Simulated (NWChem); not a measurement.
The numbers come from NWChem runs, not from measurements. System: C2H5O, charge 0, spin multiplicity 2, at a geometry optimised with UB3LYP/def2-SVP. The structure started from a generated list of species. Its SCF solution wasn't tested for a lower state. Level: UHF/def2-TZVP.

The NWChem input:

```
start mol
memory heap 200 mb stack 900 mb global 1100 mb
geometry units angstroms nocenter noautoz noautosym
  C     -0.245354    -1.178525    -0.042974
  C     -0.374053     0.343290    -0.025048
  O      0.785725     1.038357     0.097040
  H     -1.224810    -1.657429    -0.204588
  H      0.438458    -1.497691    -0.844852
  H      0.160221    -1.540963     0.914864
  H     -1.106804     0.689559     0.743865
  H     -0.836418     0.711075    -0.977481
end
basis spherical
  * library def2-tzvp
end
scf
  uhf
  nopen 1
  maxiter 100
  thresh 1e-7
  semidirect memsize 60000000 filesize 0
  # guess.movecs holds the orbitals of an unrestricted PBE0 run
  vectors input guess.movecs output mol.movecs
end
task scf energy
```

Part of the output:

```
             Northwest Computational Chemistry Package (NWChem) 7.3.0
             --------------------------------------------------------

                                NWChem Input Module
                                -------------------

 Scaling coordinates for geometry "geometry" by  1.889725989
 (inverse scale =  0.529177249)

                             Geometry "geometry" -> ""
                             -------------------------

 Output coordinates in angstroms (scale by  1.889725989 to convert to a.u.)

  No.       Tag          Charge          X              Y              Z
 ---- ---------------- ---------- -------------- -------------- --------------
    1 C                    6.0000    -0.24535400    -1.17852500    -0.04297400
    2 C                    6.0000    -0.37405300     0.34329000    -0.02504800
    3 O                    8.0000     0.78572500     1.03835700     0.09704000
    4 H                    1.0000    -1.22481000    -1.65742900    -0.20458800
    5 H                    1.0000     0.43845800    -1.49769100    -0.84485200
    6 H                    1.0000     0.16022100    -1.54096300     0.91486400
    7 H                    1.0000    -1.10680400     0.68955900     0.74386500
    8 H                    1.0000    -0.83641800     0.71107500    -0.97748100

 Effective nuclear repulsion energy (a.u.)      74.0722085003

            Nuclear Dipole moment (a.u.)
            ----------------------------
        X                 Y               Z
 ---------------- ---------------- ----------------
     0.0000094486    -0.0000056692    -0.0000075589


 Summary of "ao basis" -> "" (spherical)
 ------------------------------------------------------------------------------
       Tag                 Description            Shells   Functions and Types
 ---------------- ------------------------------  ------  ---------------------
 *                         def2-tzvp                  on all atoms

 Summary of "ao basis" -> "ao basis" (spherical)
 ------------------------------------------------------------------------------
       Tag                 Description            Shells   Functions and Types
[...]
          -5.210407681776          -7.507893524588         211.780572597247

  Mulliken analysis of the total density
  --------------------------------------

    Atom       Charge   Shell Charges
 -----------   ------   -------------------------------------------------------
    1 C    6     6.28   0.85  1.12  0.47  0.68  0.05  1.25  1.40  0.37  0.02  0.05  0.00
    2 C    6     5.98   0.85  1.12  0.48  0.62  0.08  1.21  1.25  0.20  0.03  0.11  0.01
    3 O    8     8.26   0.79  1.18  0.60  0.99  0.34  1.78  1.88  0.67  0.00  0.02  0.00
    4 H    1     0.90   0.26  0.50  0.12  0.02
    5 H    1     0.90   0.26  0.49  0.12  0.02
    6 H    1     0.90   0.26  0.50  0.12  0.02
    7 H    1     0.90   0.26  0.50  0.12  0.02
    8 H    1     0.89   0.26  0.49  0.12  0.02

  Mulliken analysis of the alpha density
  --------------------------------------

    Atom       Charge   Shell Charges
 -----------   ------   -------------------------------------------------------
    1 C    6     3.14   0.43  0.56  0.24  0.34  0.03  0.62  0.70  0.19  0.01  0.03  0.00
    2 C    6     2.92   0.43  0.56  0.24  0.30  0.04  0.59  0.59  0.08  0.02  0.06  0.01
    3 O    8     4.63   0.40  0.59  0.31  0.51  0.16  1.11  1.15  0.38  0.00  0.01  0.00
    4 H    1     0.45   0.13  0.25  0.06  0.01
    5 H    1     0.45   0.13  0.25  0.06  0.01
    6 H    1     0.45   0.13  0.25  0.06  0.01
    7 H    1     0.48   0.14  0.26  0.06  0.01
    8 H    1     0.49   0.14  0.27  0.07  0.01

   Mulliken analysis of the beta density
   -------------------------------------

    Atom       Charge   Shell Charges
 -----------   ------   -------------------------------------------------------
    1 C    6     3.13   0.43  0.56  0.24  0.34  0.02  0.62  0.70  0.18  0.01  0.03  0.00
    2 C    6     3.06   0.43  0.56  0.25  0.32  0.05  0.62  0.65  0.12  0.02  0.05  0.00
    3 O    8     3.64   0.40  0.59  0.29  0.48  0.18  0.67  0.73  0.29  0.00  0.01  0.00
    4 H    1     0.45   0.13  0.25  0.06  0.01
    5 H    1     0.45   0.13  0.25  0.06  0.01
    6 H    1     0.45   0.13  0.25  0.06  0.01
    7 H    1     0.42   0.13  0.23  0.05  0.01
    8 H    1     0.40   0.12  0.22  0.05  0.01

   Mulliken analysis of the spin density
   -------------------------------------

    Atom       Charge   Shell Charges
 -----------   ------   -------------------------------------------------------
    1 C    6     0.01  -0.00 -0.00 -0.00  0.00  0.00  0.00  0.00  0.00 -0.00 -0.00 -0.00
    2 C    6    -0.14  -0.00  0.00 -0.01 -0.01 -0.01 -0.04 -0.06 -0.03  0.00  0.01  0.00
    3 O    8     0.99   0.00 -0.00  0.02  0.03 -0.02  0.45  0.43  0.09 -0.00 -0.00 -0.00
    4 H    1    -0.00  -0.00 -0.00 -0.00  0.00
    5 H    1    -0.00  -0.00 -0.00 -0.00  0.00
    6 H    1     0.00  -0.00 -0.00  0.00 -0.00
    7 H    1     0.05   0.01  0.03  0.01 -0.00
    8 H    1     0.10   0.02  0.06  0.02 -0.00

       Multipole analysis of the density wrt the origin
       ------------------------------------------------

     L   x y z        total         alpha         beta         nuclear
     -   - - -        -----         -----         ----         -------
     0   0 0 0      0.000000    -13.000000    -12.000000     25.000000

     1   1 0 0     -0.627538     -0.920922      0.293375      0.000009
     1   0 1 0     -0.393049     -1.162914      0.769870     -0.000006
     1   0 0 1     -0.086793     -0.094880      0.008095     -0.000008

     2   2 0 0    -15.059364    -26.369457    -23.623064     34.933156
     2   1 1 0     -1.167429    -14.788864    -12.304104     25.925538
     2   1 0 1     -0.030215     -1.571480     -1.138649      2.679914
     2   0 2 0    -15.607737    -56.214851    -52.283170     92.890285
     2   0 1 1     -0.280893     -2.105758     -1.999399      3.824263
     2   0 0 2    -13.565312    -13.182645    -11.780042     11.397375

 Task  times  cpu:       41.9s     wall:       41.9s

 Total times  cpu:       41.9s     wall:       41.9s
```
